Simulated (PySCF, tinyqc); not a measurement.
Inside a calculation (part 1 of 2). Method: RHF in the sto-6g basis, for CH2, spin multiplicity 1. This run ends on a higher stationary point, not on the lowest solution. The lowest restricted solution is unstable here: a spin-polarised one lies 0.0358 hartree lower (PySCF). Computed by tinyqc, a small Python program that keeps every step (integrals from PySCF). Settings: charge = 0, multiplicity = 1, basis = sto-6g, energy threshold = 1e-10, iteration cap = 81, orthogonalisation = canonical, start = core, DIIS depth = 0, damping = 0.3, method = RHF. Command: `OMP_NUM_THREADS=1 python tinyqc.py 30412 30413 out.jsonl` (the two numbers bound the seeds that draw the settings). One thread of a shared host (Intel(R) Xeon(R) Processor @ 2.60GHz), about 0.1 s of CPU time with the checks. Later iterations appear only in the table of the cycle.

## One-electron integrals

Geometry (angstrom):
```
atom,x,y,z
C,0.000000,0.000000,0.000000
H,0.000000,1.271000,0.600000
H,0.000000,-1.274000,0.602000
```

Basis sto-6g: exponents (1/bohr^2) and contraction coefficients of normalised primitives:
```
element,l (shell),exponent,coefficient
C,s (1),742.737049,0.009164
C,s (1),136.180025,0.049361
C,s (1),38.098264,0.168538
C,s (1),13.087782,0.370563
C,s (1),5.082369,0.416492
C,s (1),2.093200,0.130334
C,s (2),30.497239,-0.013253
C,s (2),6.036200,-0.046992
C,s (2),1.876046,-0.033785
C,s (2),0.721783,0.250242
C,s (2),0.313471,0.595117
C,s (2),0.143687,0.240706
C,p (3),30.497239,0.003760
C,p (3),6.036200,0.037679
C,p (3),1.876046,0.173897
C,p (3),0.721783,0.418036
C,p (3),0.313471,0.425860
C,p (3),0.143687,0.101708
H,s (1),35.523221,0.009164
H,s (1),6.513144,0.049361
H,s (1),1.822143,0.168538
H,s (1),0.625955,0.370563
H,s (1),0.243077,0.416492
H,s (1),0.100112,0.130334
```

Overlap, kinetic and nuclear-attraction integrals over the contracted functions; the nuclear repulsion is the sum of Za Zb / Rab.

nuclear repulsion = 4.72025270 hartree

overlap S:
```
,1C 1s,1C 2s,1C 2px,1C 2py,1C 2pz,2H 1s,3H 1s
1C 1s,1.000000,0.243228,0.000000,0.000000,0.000000,0.031370,0.031114
1C 2s,0.243228,1.000000,0.000000,0.000000,0.000000,0.327912,0.326295
1C 2px,0.000000,0.000000,1.000000,0.000000,0.000000,0.000000,0.000000
1C 2py,0.000000,0.000000,0.000000,1.000000,0.000000,0.314894,-0.313593
1C 2pz,0.000000,0.000000,0.000000,0.000000,1.000000,0.148652,0.148181
2H 1s,0.031370,0.327912,0.000000,0.314894,0.148652,1.000000,0.048379
3H 1s,0.031114,0.326295,0.000000,-0.313593,0.148181,0.048379,1.000000
```

kinetic energy T (hartree):
```
,1C 1s,1C 2s,1C 2px,1C 2py,1C 2pz,2H 1s,3H 1s
1C 1s,16.068641,-0.492789,0.000000,0.000000,0.000000,-0.008635,-0.008603
1C 2s,-0.492789,0.492405,0.000000,0.000000,0.000000,0.029823,0.029238
1C 2px,0.000000,0.000000,1.479234,0.000000,0.000000,0.000000,0.000000
1C 2py,0.000000,0.000000,0.000000,1.479234,0.000000,0.102812,-0.101678
1C 2pz,0.000000,0.000000,0.000000,0.000000,1.479234,0.048534,0.048045
2H 1s,-0.008635,0.029823,0.000000,0.102812,0.048534,0.768522,-0.009659
3H 1s,-0.008603,0.029238,0.000000,-0.101678,0.048045,-0.009659,0.768522
```

nuclear attraction V (hartree):
```
,1C 1s,1C 2s,1C 2px,1C 2py,1C 2pz,2H 1s,3H 1s
1C 1s,-34.760016,-3.801344,0.000000,-0.000051,-0.009159,-0.549507,-0.544983
1C 2s,-3.801344,-5.907396,0.000000,-0.000485,-0.097659,-1.512051,-1.502914
1C 2px,0.000000,0.000000,-5.858505,0.000000,0.000000,0.000000,0.000000
1C 2py,-0.000051,-0.000485,0.000000,-5.977849,-0.000159,-1.337621,1.330349
1C 2pz,-0.009159,-0.097659,0.000000,-0.000159,-5.885127,-0.645202,-0.642337
2H 1s,-0.549507,-1.512051,0.000000,-1.337621,-0.645202,-3.693125,-0.201404
3H 1s,-0.544983,-1.502914,0.000000,1.330349,-0.642337,-0.201404,-3.687637
```

core Hamiltonian H = T + V (hartree):
```
,1C 1s,1C 2s,1C 2px,1C 2py,1C 2pz,2H 1s,3H 1s
1C 1s,-18.691375,-4.294133,0.000000,-0.000051,-0.009159,-0.558143,-0.553586
1C 2s,-4.294133,-5.414991,0.000000,-0.000485,-0.097659,-1.482228,-1.473676
1C 2px,0.000000,0.000000,-4.379271,0.000000,0.000000,0.000000,0.000000
1C 2py,-0.000051,-0.000485,0.000000,-4.498615,-0.000159,-1.234810,1.228671
1C 2pz,-0.009159,-0.097659,0.000000,-0.000159,-4.405892,-0.596667,-0.594291
2H 1s,-0.558143,-1.482228,0.000000,-1.234810,-0.596667,-2.924603,-0.211063
3H 1s,-0.553586,-1.473676,0.000000,1.228671,-0.594291,-0.211063,-2.919115
```

## Two-electron integrals

Functions are numbered as in S; the eight-fold symmetry (ij|kl) = (ji|kl) = (kl|ij) leaves the list below.

Two-electron integrals (ij|kl) in chemists' order, unique and non-zero (hartree):
```
i,j,k,l,(ij|kl)
1,1,1,1,3.543743
2,1,1,1,0.529462
2,1,2,1,0.100317
2,2,1,1,0.853596
2,2,2,1,0.199930
2,2,2,2,0.624844
3,1,3,1,0.021271
3,2,3,1,0.031868
3,2,3,2,0.138108
3,3,1,1,0.853598
3,3,2,1,0.199930
3,3,2,2,0.624843
3,3,3,3,0.673218
4,1,4,1,0.021271
4,2,4,1,0.031868
4,2,4,2,0.138108
4,3,4,3,0.036281
4,4,1,1,0.853598
4,4,2,1,0.199930
4,4,2,2,0.624843
4,4,3,3,0.600655
4,4,4,4,0.673218
5,1,5,1,0.021271
5,2,5,1,0.031868
5,2,5,2,0.138108
5,3,5,3,0.036281
5,4,5,4,0.036281
5,5,1,1,0.853598
5,5,2,1,0.199930
5,5,2,2,0.624843
5,5,3,3,0.600655
5,5,4,4,0.600655
5,5,5,5,0.673218
6,1,1,1,0.071618
6,1,2,1,0.013081
6,1,2,2,0.025707
6,1,3,3,0.025612
6,1,4,1,0.000776
6,1,4,2,0.001518
6,1,4,4,0.025846
6,1,5,1,0.000366
6,1,5,2,0.000716
6,1,5,4,0.000110
6,1,5,5,0.025664
6,1,6,1,0.001754
6,2,1,1,0.198184
6,2,2,1,0.047253
6,2,2,2,0.166078
6,2,3,3,0.161926
6,2,4,1,0.004336
6,2,4,2,0.030680
6,2,4,4,0.172110
6,2,5,1,0.002047
6,2,5,2,0.014483
6,2,5,4,0.004807
6,2,5,5,0.164196
6,2,6,1,0.006384
6,2,6,2,0.062477
6,3,3,1,0.004679
6,3,3,2,0.024975
6,3,4,3,0.005759
6,3,5,3,0.002719
6,3,6,3,0.006914
6,4,1,1,0.165129
6,4,2,1,0.039869
6,4,2,2,0.148078
6,4,3,3,0.140930
6,4,4,1,0.007743
6,4,4,2,0.049614
6,4,4,4,0.160566
6,4,5,1,0.001446
6,4,5,2,0.011631
6,4,5,4,0.006551
6,4,5,5,0.142739
6,4,6,1,0.005607
6,4,6,2,0.065867
6,4,6,4,0.075035
6,5,1,1,0.077952
6,5,2,1,0.018821
6,5,2,2,0.069903
6,5,3,3,0.066529
6,5,4,1,0.001446
6,5,4,2,0.011631
6,5,4,4,0.070361
6,5,5,1,0.005362
6,5,5,2,0.030466
6,5,5,4,0.007568
6,5,5,5,0.072820
6,5,6,1,0.002647
6,5,6,2,0.031094
6,5,6,4,0.032158
6,5,6,5,0.022095
6,6,1,1,0.374103
6,6,2,1,0.090852
6,6,2,2,0.363863
6,6,3,3,0.346203
6,6,4,1,0.009219
6,6,4,2,0.090141
6,6,4,4,0.389526
6,6,5,1,0.004352
6,6,5,2,0.042553
6,6,5,4,0.020451
6,6,5,5,0.355858
6,6,6,1,0.012403
6,6,6,2,0.184248
6,6,6,4,0.213110
6,6,6,5,0.100603
6,6,6,6,0.774999
7,1,1,1,0.071029
7,1,2,1,0.012973
7,1,2,2,0.025497
7,1,3,3,0.025403
7,1,4,1,-0.000770
7,1,4,2,-0.001505
7,1,4,4,0.025635
7,1,5,1,0.000364
7,1,5,2,0.000711
7,1,5,4,-0.000109
7,1,5,5,0.025455
7,1,6,1,0.001678
7,1,6,2,0.005862
7,1,6,4,0.004749
7,1,6,5,0.002441
7,1,6,6,0.011235
7,1,7,1,0.001725
7,2,1,1,0.196972
7,2,2,1,0.046966
7,2,2,2,0.165117
7,2,3,3,0.160988
7,2,4,1,-0.004308
7,2,4,2,-0.030508
7,2,4,4,0.171115
7,2,5,1,0.002036
7,2,5,2,0.014416
7,2,5,4,-0.004785
7,2,5,5,0.163249
7,2,6,1,0.005874
7,2,6,2,0.040236
7,2,6,4,0.031675
7,2,6,5,0.019501
7,2,6,6,0.088733
7,2,7,1,0.006293
7,2,7,2,0.061821
7,3,3,1,0.004645
7,3,3,2,0.024809
7,3,4,3,-0.005724
7,3,5,3,0.002705
7,3,6,3,0.004000
7,3,7,3,0.006831
7,4,1,1,-0.164241
7,4,2,1,-0.039656
7,4,2,2,-0.147323
7,4,3,3,-0.140216
7,4,4,1,0.007691
7,4,4,2,0.049320
7,4,4,4,-0.159736
7,4,5,1,-0.001439
7,4,5,2,-0.011582
7,4,5,4,0.006519
7,4,5,5,-0.142018
7,4,6,1,-0.004763
7,4,6,2,-0.031706
7,4,6,4,-0.021910
7,4,6,5,-0.015129
7,4,6,6,-0.068187
7,4,7,1,-0.005531
7,4,7,2,-0.065217
7,4,7,4,0.074323
7,5,1,1,0.077608
7,5,2,1,0.018739
7,5,2,2,0.069614
7,5,3,3,0.066256
7,5,4,1,-0.001439
7,5,4,2,-0.011582
7,5,4,4,0.070070
7,5,5,1,0.005325
7,5,5,2,0.030282
7,5,5,4,-0.007526
7,5,5,5,0.072517
7,5,6,1,0.002449
7,5,6,2,0.019525
7,5,6,4,0.015135
7,5,6,5,0.013264
7,5,6,6,0.045018
7,5,7,1,0.002614
7,5,7,2,0.030817
7,5,7,4,-0.031892
7,5,7,5,0.021901
7,6,1,1,0.026007
7,6,2,1,0.006215
7,6,2,2,0.022523
7,6,3,3,0.021994
7,6,4,1,-3.76e-07
7,6,4,2,-4.08e-06
7,6,4,4,0.022749
7,6,5,1,0.000459
7,6,5,2,0.003426
7,6,5,4,-1.00e-06
7,6,5,5,0.022825
7,6,6,1,0.000813
7,6,6,2,0.007226
7,6,6,4,0.006739
7,6,6,5,0.003958
7,6,6,6,0.019579
7,6,7,1,0.000806
7,6,7,2,0.007192
7,6,7,4,-0.006715
7,6,7,5,0.003945
7,6,7,6,0.001068
7,7,1,1,0.373191
7,7,2,1,0.090633
7,7,2,2,0.363090
7,7,3,3,0.345498
7,7,4,1,-0.009176
7,7,4,2,-0.089830
7,7,4,4,0.388639
7,7,5,1,0.004336
7,7,5,2,0.042447
7,7,5,4,-0.020385
7,7,5,5,0.355131
7,7,6,1,0.011301
7,7,6,2,0.089077
7,7,6,4,0.068401
7,7,6,5,0.045133
7,7,6,6,0.207830
7,7,7,1,0.012270
7,7,7,2,0.183138
7,7,7,4,-0.211939
7,7,7,5,0.100147
7,7,7,6,0.019579
7,7,7,7,0.774999
```

## Orthogonalisation

S = U s U^T; canonical form X = U s^(-1/2), so that X^T S X = 1. Each column of U has its largest component positive (the first on a tie).

eigenvalues of S: 0.479641  0.530764  0.894841  1.000000  1.080235  1.420870  1.593649

X:
```
,1,2,3,4,5,6,7
1C 1s,-0.384535,0.008209,0.726986,0.000000,-0.576168,-0.001904,0.247346
1C 2s,0.987788,-0.018092,-0.255423,0.000000,-0.237608,-0.003130,0.508730
1C 2px,0.000000,0.000000,0.000000,1.000000,0.000000,0.000000,0.000000
1C 2py,0.019117,0.943667,-0.000215,0.000000,0.000187,0.609106,0.003345
1C 2pz,0.366628,-0.006674,0.647049,0.000000,0.684685,-0.001176,0.184843
2H 1s,-0.657187,-0.692911,-0.228721,0.000000,0.184714,0.405583,0.372066
3H 1s,-0.628191,0.716243,-0.229741,0.000000,0.185432,-0.410210,0.367277
```

## Starting guess

The start is the orbitals of the core Hamiltonian; D = 2 C_occ C_occ^T.

D at the start:
```
,1C 1s,1C 2s,1C 2px,1C 2py,1C 2pz,2H 1s,3H 1s
1C 1s,2.125507,-0.527667,0.000000,-0.000227,-0.158000,0.064034,0.063731
1C 2s,-0.527667,2.206744,0.000000,0.001329,0.713629,-0.249377,-0.248139
1C 2px,0.000000,0.000000,2.000000,0.000000,0.000000,0.000000,0.000000
1C 2py,-0.000227,0.001329,0.000000,2.285620,0.000548,-0.279305,0.278042
1C 2pz,-0.158000,0.713629,0.000000,0.000548,0.230857,-0.080631,-0.080202
2H 1s,0.064034,-0.249377,0.000000,-0.279305,-0.080631,0.062286,-0.005926
3H 1s,0.063731,-0.248139,0.000000,0.278042,-0.080202,-0.005926,0.061772
```

## Iteration 1: building the Fock matrix

J_ij = sum D_kl (ij|kl), K_ij = sum D_kl (ik|jl); F = H + J - 0.5 K; E = tr D H + tr D J / 2 - 0.25 tr D K + E_nn.

Coulomb J (hartree):
```
,1C 1s,1C 2s,1C 2px,1C 2py,1C 2pz,2H 1s,3H 1s
1C 1s,12.371494,2.280955,0.000000,0.000008,0.034030,0.301482,0.299014
1C 2s,2.280955,5.503801,0.000000,-0.000047,0.155373,1.417869,1.409598
1C 2px,0.000000,0.000000,5.550627,0.000000,0.000000,0.000000,0.000000
1C 2py,0.000008,-0.000047,0.000000,5.543608,-0.000016,1.242219,-1.235876
1C 2pz,0.034030,0.155373,0.000000,-0.000016,5.417167,0.605001,0.602427
2H 1s,0.301482,1.417869,0.000000,1.242219,0.605001,2.974273,0.191096
3H 1s,0.299014,1.409598,0.000000,-1.235876,0.602427,0.191096,2.967911
```

exchange K (hartree):
```
,1C 1s,1C 2s,1C 2px,1C 2py,1C 2pz,2H 1s,3H 1s
1C 1s,7.295416,1.194906,0.000000,0.000001,0.021936,0.171576,0.170202
1C 2s,1.194906,1.820607,0.000000,-0.000038,0.431854,0.437464,0.434777
1C 2px,0.000000,0.000000,1.724041,0.000000,0.000000,0.000000,0.000000
1C 2py,0.000001,-0.000038,0.000000,1.717660,0.000019,0.308618,-0.306916
1C 2pz,0.021936,0.431854,0.000000,0.000019,0.569180,0.141557,0.140745
2H 1s,0.171576,0.437464,0.000000,0.308618,0.141557,0.191202,0.055570
3H 1s,0.170202,0.434777,0.000000,-0.306916,0.140745,0.055570,0.189088
```

Fock matrix F (hartree):
```
,1C 1s,1C 2s,1C 2px,1C 2py,1C 2pz,2H 1s,3H 1s
1C 1s,-9.967589,-2.610631,0.000000,-0.000043,0.013903,-0.342448,-0.339673
1C 2s,-2.610631,-0.821493,0.000000,-0.000513,-0.158213,-0.283091,-0.281467
1C 2px,0.000000,0.000000,0.309336,0.000000,0.000000,0.000000,0.000000
1C 2py,-0.000043,-0.000513,0.000000,0.186163,-0.000184,-0.146899,0.146254
1C 2pz,0.013903,-0.158213,0.000000,-0.000184,0.726685,-0.062445,-0.062237
2H 1s,-0.342448,-0.283091,0.000000,-0.146899,-0.062445,-0.045931,-0.047752
3H 1s,-0.339673,-0.281467,0.000000,0.146254,-0.062237,-0.047752,-0.045748
```

total energy of this density = -37.12857652 hartree

This density is the starting one.

## Iteration 1: diagonalisation and new density

Diagonalise F' = X^T F X, C = X C', fill 4 alpha and 4 beta electrons from the bottom; D = 2 C_occ C_occ^T; the new density keeps 0.3 of the old one (damping). Each column has its largest component positive (the first on a tie).

F' = X^T F X (hartree):
```
,1,2,3,4,5,6,7
1,0.048310,0.012701,1.277431,0.000000,-1.010534,-0.002337,0.625458
2,0.012701,0.557430,-0.029718,0.000000,0.024571,0.118991,-0.014873
3,1.277431,-0.029718,-3.794022,0.000000,4.394304,0.016966,-2.473965
4,0.000000,0.000000,0.000000,0.309336,0.000000,0.000000,0.000000
5,-1.010534,0.024571,4.394304,0.000000,-3.531821,-0.017342,2.545006
6,-0.002337,0.118991,0.016966,0.000000,-0.017342,-0.076042,0.011592
7,0.625458,-0.014873,-2.473965,0.000000,2.545006,0.011592,-1.862806
```

orbital energies (hartree): MO1 -9.971565, MO2 -0.281526, MO3 -0.097541, MO4 0.309336, MO5 0.312313, MO6 0.579318, MO7 0.800050

coefficients C:
```
,MO1,MO2,MO3,MO4,MO5,MO6,MO7
1C 1s,0.994553,-0.203116,-0.000214,0.000000,-0.197906,-0.000993,0.006044
1C 2s,0.022507,0.688880,0.000951,0.000000,0.938003,0.005383,0.040327
1C 2px,0.000000,0.000000,0.000000,1.000000,0.000000,0.000000,0.000000
1C 2py,0.000016,0.001195,-0.430810,0.000000,-0.004788,1.037432,0.002700
1C 2pz,0.000005,0.124274,0.000179,0.000000,0.001722,-0.002136,1.020119
2H 1s,-0.003649,0.328738,-0.525511,0.000000,-0.690287,-0.624188,-0.225903
3H 1s,-0.003628,0.327015,0.528828,0.000000,-0.693799,0.616955,-0.222164
```

D after iteration 1:
```
,1C 1s,1C 2s,1C 2px,1C 2py,1C 2pz,2H 1s,3H 1s
1C 1s,2.080201,-0.322854,0.000000,-0.000257,-0.082733,-0.079194,-0.079082
1C 2s,-0.322854,1.327111,0.000000,0.000978,0.333943,0.241418,0.241532
1C 2px,0.000000,0.000000,2.000000,0.000000,0.000000,0.000000,0.000000
1C 2py,-0.000257,0.000978,0.000000,0.945525,0.000265,0.233712,-0.234995
1C 2pz,-0.082733,0.333943,0.000000,0.000265,0.090879,0.032874,0.032967
2H 1s,-0.079194,0.241418,0.000000,0.233712,0.032874,0.556627,-0.240323
3H 1s,-0.079082,0.241532,0.000000,-0.234995,0.032967,-0.240323,0.559787
```

## Iteration 2: building the Fock matrix

As before.

Coulomb J (hartree):
```
,1C 1s,1C 2s,1C 2px,1C 2py,1C 2pz,2H 1s,3H 1s
1C 1s,11.492030,2.088455,0.000000,0.000062,0.026306,0.276475,0.274205
1C 2s,2.088455,5.067520,0.000000,0.000230,0.161379,1.358692,1.350968
1C 2px,0.000000,0.000000,5.108685,0.000000,0.000000,0.000000,0.000000
1C 2py,0.000062,0.000230,0.000000,5.108662,0.000001,1.216170,-1.210157
1C 2pz,0.026306,0.161379,0.000000,0.000001,4.985211,0.595919,0.593515
2H 1s,0.276475,1.358692,0.000000,1.216170,0.595919,3.131009,0.184638
3H 1s,0.274205,1.350968,0.000000,-1.210157,0.593515,0.184638,3.126845
```

exchange K (hartree):
```
,1C 1s,1C 2s,1C 2px,1C 2py,1C 2pz,2H 1s,3H 1s
1C 1s,7.219454,1.164459,0.000000,0.000010,0.006597,0.162709,0.161401
1C 2s,1.164459,1.553835,0.000000,0.001049,0.318625,0.575568,0.572766
1C 2px,0.000000,0.000000,1.625050,0.000000,0.000000,0.000000,0.000000
1C 2py,0.000010,0.001049,0.000000,1.209586,0.000222,0.478499,-0.477042
1C 2pz,0.006597,0.318625,0.000000,0.000222,0.437478,0.191163,0.190478
2H 1s,0.162709,0.575568,0.000000,0.478499,0.191163,0.805948,0.044748
3H 1s,0.161401,0.572766,0.000000,-0.477042,0.190478,0.044748,0.805726
```

Fock matrix F (hartree):
```
,1C 1s,1C 2s,1C 2px,1C 2py,1C 2pz,2H 1s,3H 1s
1C 1s,-10.809072,-2.787907,0.000000,0.000006,0.013848,-0.363022,-0.360081
1C 2s,-2.787907,-1.124388,0.000000,-0.000779,-0.095593,-0.411320,-0.409091
1C 2px,0.000000,0.000000,-0.083111,0.000000,0.000000,0.000000,0.000000
1C 2py,0.000006,-0.000779,0.000000,0.005254,-0.000269,-0.257890,0.257035
1C 2pz,0.013848,-0.095593,0.000000,-0.000269,0.360580,-0.096330,-0.096015
2H 1s,-0.363022,-0.411320,0.000000,-0.257890,-0.096330,-0.196568,-0.048799
3H 1s,-0.360081,-0.409091,0.000000,0.257035,-0.096015,-0.048799,-0.195133
```

total energy of this density = -38.03945542 hartree

This density is a damped mixture and is not idempotent.

## Iteration 2: diagonalisation and new density

As before.

F' = X^T F X (hartree):
```
,1,2,3,4,5,6,7
1,-0.029155,0.013711,1.412466,0.000000,-1.133146,-0.002473,0.616172
2,0.013711,0.543313,-0.032940,0.000000,0.027397,0.110441,-0.014708
3,1.412466,-0.032940,-4.378811,0.000000,4.552711,0.018090,-2.608842
4,0.000000,0.000000,0.000000,-0.083111,0.000000,0.000000,0.000000
5,-1.133146,0.027397,4.552711,0.000000,-4.065020,-0.018504,2.701773
6,-0.002473,0.110441,0.018090,0.000000,-0.018504,-0.302938,0.011995
7,0.616172,-0.014708,-2.608842,0.000000,2.701773,0.011995,-2.192304
```

orbital energies (hartree): MO1 -10.811819, MO2 -0.557507, MO3 -0.317007, MO4 -0.083111, MO5 0.209361, MO6 0.494261, MO7 0.557796

coefficients C:
```
,MO1,MO2,MO3,MO4,MO5,MO6,MO7
1C 1s,0.995638,-0.212610,-0.000609,0.000000,-0.165019,-0.076585,-0.001308
1C 2s,0.018154,0.747188,0.002541,0.000000,0.783361,0.429216,0.007804
1C 2px,0.000000,0.000000,0.000000,1.000000,0.000000,0.000000,0.000000
1C 2py,0.000009,0.001555,-0.484129,0.000000,-0.001592,-0.011599,1.013595
1C 2pz,-0.000283,0.089466,0.000248,0.000000,-0.430487,0.928795,0.010527
2H 1s,-0.002953,0.290597,-0.492905,0.000000,-0.558314,-0.483288,-0.654744
3H 1s,-0.002937,0.287799,0.495524,0.000000,-0.559735,-0.497391,0.639434
```

D after iteration 2:
```
,1C 1s,1C 2s,1C 2px,1C 2py,1C 2pz,2H 1s,3H 1s
1C 1s,2.075158,-0.293956,0.000000,-0.000114,-0.051845,-0.113951,-0.113906
1C 2s,-0.293956,1.180209,0.000000,0.000199,0.193764,0.374579,0.375203
1C 2px,0.000000,0.000000,2.000000,0.000000,0.000000,0.000000,0.000000
1C 2py,-0.000114,0.000199,0.000000,0.611794,0.000106,0.404828,-0.405728
1C 2pz,-0.051845,0.193764,0.000000,0.000106,0.038470,0.046090,0.046111
2H 1s,-0.113951,0.374579,0.000000,0.404828,0.046090,0.625363,-0.296942
3H 1s,-0.113906,0.375203,0.000000,-0.405728,0.046111,-0.296942,0.627669
```

## Iteration 22 (converged): orbitals

converged F (hartree):
```
,1C 1s,1C 2s,1C 2px,1C 2py,1C 2pz,2H 1s,3H 1s
1C 1s,-11.039092,-2.832940,0.000000,-0.000019,0.006002,-0.368625,-0.365632
1C 2s,-2.832940,-1.234971,0.000000,-0.000510,-0.062314,-0.457782,-0.455609
1C 2px,0.000000,0.000000,-0.191447,0.000000,0.000000,0.000000,0.000000
1C 2py,-0.000019,-0.000510,0.000000,-0.045243,-0.000304,-0.304737,0.303926
1C 2pz,0.006002,-0.062314,0.000000,-0.000304,0.275680,-0.092523,-0.092165
2H 1s,-0.368625,-0.457782,0.000000,-0.304737,-0.092523,-0.254383,-0.042326
3H 1s,-0.365632,-0.455609,0.000000,0.303926,-0.092165,-0.042326,-0.252958
```

Diagonalise F' = X^T F X, C = X C', fill 4 alpha and 4 beta electrons from the bottom; D = 2 C_occ C_occ^T. Each column has its largest component positive (the first on a tie).

F' = X^T F X (hartree):
```
,1,2,3,4,5,6,7
1,-0.055420,0.014755,1.456842,0.000000,-1.159790,-0.002025,0.611001
2,0.014755,0.559144,-0.034002,0.000000,0.027988,0.122515,-0.014512
3,1.456842,-0.034002,-4.559635,0.000000,4.594398,0.018105,-2.625259
4,0.000000,0.000000,0.000000,-0.191447,0.000000,0.000000,0.000000
5,-1.159790,0.027988,4.594398,0.000000,-4.195412,-0.018925,2.759111
6,-0.002025,0.122515,0.018105,0.000000,-0.018925,-0.389651,0.012251
7,0.611001,-0.014512,-2.625259,0.000000,2.759111,0.012251,-2.293690
```

orbital energies (hartree): MO1 -11.041445, MO2 -0.660229, MO3 -0.405109, MO4 -0.191447, MO5 0.153145, MO6 0.443935, MO7 0.575040

coefficients C:
```
,MO1,MO2,MO3,MO4,MO5,MO6,MO7
1C 1s,0.995989,-0.216444,-0.000462,0.000000,-0.140665,-0.104723,-0.001109
1C 2s,0.016751,0.768854,0.002120,0.000000,0.674343,0.557105,0.006490
1C 2px,0.000000,0.000000,0.000000,1.000000,0.000000,0.000000,0.000000
1C 2py,0.000011,0.000944,-0.485421,0.000000,-0.001178,-0.006929,1.013020
1C 2pz,0.000322,0.049236,-0.000067,0.000000,-0.570715,0.853184,0.005688
2H 1s,-0.002780,0.278165,-0.492611,0.000000,-0.489315,-0.561209,-0.653413
3H 1s,-0.002764,0.276199,0.494171,0.000000,-0.490908,-0.569394,0.642073
```

D after iteration 22:
```
,1C 1s,1C 2s,1C 2px,1C 2py,1C 2pz,2H 1s,3H 1s
1C 1s,2.077683,-0.299462,0.000000,0.000061,-0.020673,-0.125497,-0.125526
1C 2s,-0.299462,1.182842,0.000000,-0.000606,0.075721,0.425555,0.426717
1C 2px,0.000000,0.000000,2.000000,0.000000,0.000000,0.000000,0.000000
1C 2py,0.000061,-0.000606,0.000000,0.471270,0.000158,0.478772,-0.479241
1C 2pz,-0.020673,0.075721,0.000000,0.000158,0.004849,0.027455,0.027130
2H 1s,-0.125497,0.425555,0.000000,0.478772,0.027455,0.640098,-0.333194
3H 1s,-0.125526,0.426717,0.000000,-0.479241,0.027130,-0.333194,0.640997
```
